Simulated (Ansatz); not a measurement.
# SiH₃Cl (built from SMILES Cl.[SiH2]): single points off equilibrium

Aim: energy, forces and dipole at a displaced guess of a reacting structure, from CCSD(T) and from density functionals.

Program: Ansatz 0.2.0, Gaussian basis. Level of theory: single points in def2-TZVPP. These are calculated values, not measurements.

Cores are frozen in the correlated methods.

## 1. Starting geometry

5 atoms, charge 0, spin multiplicity 1.

Atoms are counted from 1 here; the program's logs count them from 0.

Bond lengths: Si1–H2 1.569 Å, Si1–H4 1.462 Å, Si1–H5 1.404 Å. Angles: H2–Si1–H4 117.4°, H2–Si1–H5 130.1°, H4–Si1–H5 108.2°.

As a file:

```
atom     x (Å)     y (Å)     z (Å)
 Si1   0.07960   0.59000   0.10150
  H2   0.67180  -0.43070  -0.93230
 Cl3  -0.05020  -1.89510  -0.74650
  H4   0.52840   0.47940   1.48880
  H5  -1.14020   1.28590   0.08840
```

## 2. CCSD(T)/def2-TZVPP

run/in.yaml reads:

```yaml
crystal:
  periodic: [false, false, false]
  atoms:
    - {symbol: Si, position_ang: [0.079600, 0.590000, 0.101500]}
    - {symbol: H, position_ang: [0.671800, -0.430700, -0.932300]}
    - {symbol: Cl, position_ang: [-0.050200, -1.895100, -0.746500]}
    - {symbol: H, position_ang: [0.528400, 0.479400, 1.488800]}
    - {symbol: H, position_ang: [-1.140200, 1.285900, 0.088400]}
basis:
  gaussian: {orbitals: def2-TZVPP}
correlation: {method: ccsd_t}
output: {forces: true}
```

The command line of these runs was not kept.

## 3. PBE0-D4/def2-TZVPP

run/in.yaml, as its differences from that of step 2:

```diff
@@ -10,3 +10,3 @@
   gaussian: {orbitals: def2-TZVPP}
-correlation: {method: ccsd_t}
-output: {forces: true}
+hamiltonian: {xc: pbe0, dispersion: d4}
+output: {forces: true, orbitals: {seedname: orbitals}}
```

## 4. wB97M-V/def2-TZVPP

run/in.yaml, as its differences from that of step 3:

```diff
@@ -10,3 +10,3 @@
   gaussian: {orbitals: def2-TZVPP}
-hamiltonian: {xc: pbe0, dispersion: d4}
-output: {forces: true, orbitals: {seedname: orbitals}}
+hamiltonian: {xc: {name: wB97M-V}}
+output: {forces: true}
```

## 5. r2SCAN-D4/def2-TZVPP

run/in.yaml, as its differences from that of step 4:

```diff
@@ -10,3 +10,3 @@
   gaussian: {orbitals: def2-TZVPP}
-hamiltonian: {xc: {name: wB97M-V}}
+hamiltonian: {xc: r2scan, dispersion: d4}
 output: {forces: true}
```

## 6. PBE-D4/def2-TZVPP

run/in.yaml, as its differences from that of step 5:

```diff
@@ -10,3 +10,3 @@
   gaussian: {orbitals: def2-TZVPP}
-hamiltonian: {xc: r2scan, dispersion: d4}
+hamiltonian: {xc: pbe, dispersion: d4}
 output: {forces: true}
```

## 7. r2SCANh-D4/def2-TZVPP

run/in.yaml, as its differences from that of step 6:

```diff
@@ -10,3 +10,3 @@
   gaussian: {orbitals: def2-TZVPP}
-hamiltonian: {xc: pbe, dispersion: d4}
+hamiltonian: {xc: {name: r2SCANh}, dispersion: d4}
 output: {forces: true}
```

## 8. LC-wPBE/def2-TZVPP

run/in.yaml, as its differences from that of step 7:

```diff
@@ -10,3 +10,3 @@
   gaussian: {orbitals: def2-TZVPP}
-hamiltonian: {xc: {name: r2SCANh}, dispersion: d4}
+hamiltonian: {xc: {name: LC-wPBE}}
 output: {forces: true}
```

(Steps that only read results are left out.)

Before running it: what results should come out? Wanted: energy less free atoms, CCSD(T)/def2-TZVPP; RMS force component; RMS force error; HOMO and LUMO, PBE0-D4; T1 diagnostic.

The runs gave:

```
                                  quantity                                                                                              value
energy less free atoms, CCSD(T)/def2-TZVPP                                                                                     -1053.9 kJ/mol
                       RMS force component                                                               0.861 to 0.930 eV/Å over the methods
                           RMS force error  PBE0-D4 0.070, wB97M-V 0.068, r2SCAN-D4 0.047, PBE-D4 0.138, r2SCANh-D4 0.030, LC-wPBE 0.120 eV/Å
                    HOMO and LUMO, PBE0-D4                                                                                 -7.01 and -2.77 eV
                             T1 diagnostic                                                                                              0.019
```

In words: Against CCSD(T) the functionals' energies less atoms differ by -53.0 to +16.1 kJ/mol, PBE-D4 by -53.0 kJ/mol. The reference is not at the basis limit: in triple zeta CCSD(T) underbinds, which counts against methods that bind more; the gaps are no ranking. On forces the order runs from r2SCANh-D4 to PBE-D4. Frozen-core CCSD(T) forces in triple zeta carry basis errors of their own, and this is one geometry, so small gaps rank nothing. The restricted Hartree–Fock reference is unstable towards an unrestricted one at one or more of these structures.
